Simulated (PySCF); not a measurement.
**First hyperpolarisability: `CC[C@H]1CS1`, C4H8S**

Geometry:
```csv
atom,x (Å),y (Å),z (Å)
C1,1.628,0.133,-0.248
C2,0.494,-0.679,0.361
C3,-0.664,0.194,0.759
C4,-1.686,0.567,-0.242
S5,-2.283,-0.569,1.025
H6,2.007,0.876,0.459
H7,1.298,0.664,-1.143
H8,2.463,-0.512,-0.530
H9,0.852,-1.224,1.239
H10,0.135,-1.431,-0.348
H11,-0.430,0.956,1.498
H12,-1.589,0.141,-1.236
H13,-2.110,1.565,-0.211
```

Method used: quadratic response CAM-B3LYP/def2-TZVPD first hyperpolarisability, Taylor convention, gas phase (PySCF). Geometry: PBE0-D3(BJ)/def2-TZVP.

Q: Give β for the processes computed.

A: In 10⁻³⁰ esu, Taylor convention; the vector part is βᵢ = ⅓ Σⱼ (βᵢⱼⱼ + βⱼᵢⱼ + βⱼⱼᵢ); β∥ is 3/5 of the vector part along the dipole, the dipole points from − to +:
| process | λ (nm) | β vector norm | β∥ | β HRS | depolarisation ratio |
| --- | --- | --- | --- | --- | --- |
| static β(0;0,0) | ∞ | 1.54 | 0.92 | 0.61 | 6.10 |
| second harmonic β(−2ω;ω,ω) | 1907 | 1.63 | 0.97 | 0.64 | 6.02 |
| Pockels β(−ω;ω,0) | 1907 | 1.57 | 0.93 | – | – |
| second harmonic β(−2ω;ω,ω) | 1064 | 1.83 | 1.09 | 0.73 | 5.82 |
| Pockels β(−ω;ω,0) | 1064 | 1.63 | 0.97 | – | – |

Q: Which lowest excitations, dipole and polarisabilities go with it?

A: S1 4.76 eV (f = 0.000); S2 5.99 eV (f = 0.027); S3 6.18 eV (f = 0.021); dipole 2.10 D; isotropic α 68.8 au static, 69.0 au at 1907 nm, 69.4 au at 1064 nm, 69.6 au at 953.5 nm, 71.3 au at 532 nm.
